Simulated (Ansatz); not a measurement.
**bcc K**

The numbers are results of HSE06-D3(BJ) (PAW; Ansatz, a quantum-chemistry and plane-wave program), not measurements.

Numerical settings: plane-wave cutoff 460 eV, 10×10×10 k mesh, Fermi–Dirac smearing 0.05 eV, scalar-relativistic PAW data made under PBE.

Cell (relaxed at this level):

```yaml
crystal:
  lattice:
    - [-2.57809, 2.57809, 2.57809]
    - [2.57809, -2.57809, 2.57809]
    - [2.57809, 2.57809, -2.57809]
  atoms:
    - { symbol: K, position: [0.00000, 0.00000, 0.00000] }
```

bulk modulus: 4.23 GPa
pressure derivative B′ of the bulk modulus: 3.6

Measured, for comparison: bulk modulus 3.75 GPa (corrected for temperature and zero-point phonon effects; as tabulated in Levämäki et al. (2014), arXiv:1402.3671). Computed (rounded) less measured: bulk modulus +13 %.

The result took very roughly 9 core-minutes.
